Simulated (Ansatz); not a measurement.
# AlBH2 (singlet): the correlation ladder at distance B1–H3 = 1.107 Å, cc-pVDZ

Aim: climb from Hartree-Fock through coupled cluster and multireference methods for AlBH2 (singlet) at one geometry and basis, and see what each rung misses.

Computed with Ansatz 0.2.0, Gaussian basis. Level: cc-pVDZ, core rule «outside noble gas», up to 6 orbitals frozen.

The runs, in order: UHF; CCSD(T) on RHF; CCSD(T) on UHF; BCCD(T) on RHF; CISD; CCSDT(Q) on RHF; CCSDT(Q) on UHF; CASSCF and MRCISD+Q, 2 electrons in 2 orbitals; CASSCF and NEVPT2, 2 electrons in 2 orbitals; CASSCF and MRCISD+Q, 8 electrons in 10 orbitals; CASSCF and NEVPT2, 8 electrons in 10 orbitals.

12 further runs of the same task are left out: 7 that didn't finish, 5 set aside as unsound or not needed.

## (1) The geometry

The geometry derives from a PBE0/def2-TZVP stationary point (not a proven minimum). One bond is set to the value named and the two fragments are kept rigid.

4 atoms, charge 0, spin multiplicity 1.

Atoms are counted from 1 here; the program's logs count them from 0.

Bond lengths: B1–Al2 2.240 Å, B1–H3 1.107 Å, B1–H4 1.206 Å. Angles: Al2–B1–H3 123.6°, Al2–B1–H4 123.6°, H3–B1–H4 112.9°.

## (2) UHF

File in.yaml:

```yaml
crystal:
  periodic: [false, false, false]
  atoms:
    - {symbol: B, position_ang: [0.000000, 0.002088, 1.486171]}
    - {symbol: Al, position_ang: [0.000000, 0.002088, -0.754280]}
    - {symbol: H, position_ang: [0.000000, 0.924585, 2.098093]}
    - {symbol: H, position_ang: [0.000000, -1.002892, 2.152807]}
basis:
  gaussian: {orbitals: cc-pVDZ}
magnetization: {spin_polarized: true, initial_magnetization: 0}
hamiltonian: {xc: hf}
output: {orbitals: {seedname: orbitals}}
```

Command:

```console
$ ansatz run in.yaml --threads 1 --pin off --events-out ev --progress --plain --max-ram 2393MiB
```

Further steps of the session: CCSD(T) on RHF; CCSD(T) on UHF; BCCD(T) on RHF; CISD; CCSDT(Q) on RHF; CCSDT(Q) on UHF; CASSCF and MRCISD+Q, 2 electrons in 2 orbitals; CASSCF and NEVPT2, 2 electrons in 2 orbitals; CASSCF and MRCISD+Q, 8 electrons in 10 orbitals; CASSCF and NEVPT2, 8 electrons in 10 orbitals.

Q: Predict the results of all the runs planned. Wanted: RCCSDT(Q) below the RHF energy; RMP2 from RCCSDT(Q); UMP2 from RCCSDT(Q); RCCSD from RCCSDT(Q); RCCSD(T) from RCCSDT(Q); UCCSD(T) from RCCSDT(Q); UCCSDT(Q) from RCCSDT(Q); NEVPT2 pair from RCCSDT(Q); MRCISD+Q pair from RCCSDT(Q).

As calculated:

```
                         quantity                                                                                    value
   RCCSDT(Q) below the RHF energy                                                                               -4.5370 eV
              RMP2 from RCCSDT(Q)                                                                              +1148.2 meV
              UMP2 from RCCSDT(Q)                                                                              +1271.4 meV
             RCCSD from RCCSDT(Q)                                                                               +125.3 meV
          RCCSD(T) from RCCSDT(Q)                                                                                +28.7 meV
          UCCSD(T) from RCCSDT(Q)                                                                                +42.2 meV
         UCCSDT(Q) from RCCSDT(Q)                                                                                 +1.1 meV
       NEVPT2 pair from RCCSDT(Q)                                                                              +1106.4 meV
     MRCISD+Q pair from RCCSDT(Q)                                                                                +18.5 meV
    NEVPT2 valence from RCCSDT(Q)                                                                               +757.1 meV
levels within 1 kcal/mol (43 meV)  RCCSD(T), UCCSD(T), BCCD(T), RCCSDT, UCCSDT, UCCSDT(Q), MRCISD+Q pair, MRCISD+Q valence
                    T1 diagnostic                                                                                    0.012
   effectively unpaired electrons                                                                                     0.12
```

In words: RCCSD(T) lands +28.7 meV from the yardstick (0.6 % of the correlation energy). One determinant dominates. Of the multireference levels listed MRCISD+Q pair comes nearest in total energy (+18.5 meV), which doesn't show that its space is the better one. These misses are within one basis, not against nature.
